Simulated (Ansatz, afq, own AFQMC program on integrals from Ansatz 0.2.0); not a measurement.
HfH, quartet: AFQMC among the cluster methods

```xyz
2

Hf    0.0000    0.0000    0.0000
H     0.0000    0.0000    1.4880
```

Basis def2-TZVP with its core potentials. Noble-gas cores (and the filled d shells of Ga–Kr and In–Xe) are frozen. Integrals, coupled cluster, full CI and functionals: Ansatz 0.2.0; the random walks run on the same integrals in our own AFQMC program. The CISD trial takes its coefficients from CCSD amplitudes. Released means that phaseless walkers are propagated on without the constraint, phases kept. ± is one standard error of the sampling. No spin–orbit coupling. The metal's outer-core s and p shells are frozen, which shifts wave-function levels against functionals.

Determinant: UHF, the one that the program's search chose, which needn't be the lowest solution. The geometry is a point of a scan.

Full CI on the same integrals is exact in this basis and with this determinant's frozen core.

Cautions: no spin-orbit coupling; outer-core shells of the metal frozen; lower spins were not checked.

* T1 diagnostic: 0.0302
* weight of the determinant in the CISD state: 0.947
* ⟨S²⟩ of the determinant: 3.758
* size of the correlated space: 5 electrons in 42 orbitals

| level | correlation energy (eV) |
| --- | --- |
| MP2 | -1.2882 |
| CCSD | -1.6369 |
| CCSD(T) | -1.6729 |

Task: Estimate where full CI lies against CCSD(T) on the same integrals.

Result: 0.44 kcal/mol below CCSD(T).

Reference: full CI, correlation energy -1.692 eV. The released energy is read at 3.00 1/Eh, later times being too noisy (meV from the phaseless value at times in 1/Eh: -3.8 ± 0.9 at 0.60, -7.4 ± 2.4 at 1.20, -8.6 ± 1.3 at 2.00, -6 ± 3 at 3.00, -43 ± 35 at 4.20).

| level | E − E(reference) (kcal/mol) | share of correlation (%) |
| --- | --- | --- |
| CCSD(T) | 0.44 | 98.87 |
| CCSDT | 0.05 | 99.87 |
| CCSDT(Q) | 0.02 | 99.95 |
| CCSDTQ | 0.00 | 100.00 |
| ph-AFQMC/CISD | 0.35 ± 0.02 | 99.10 |
| released AFQMC | 0.21 ± 0.06 | 99.46 |

CCSDT and higher add their correlation energy to the determinant of the CCSD(T) run, since their own runs factorise the integrals more tightly (a shift of under 2 meV). Released energies are given only where the last usable release times agree within the noise; a slower fall can still hide under it.
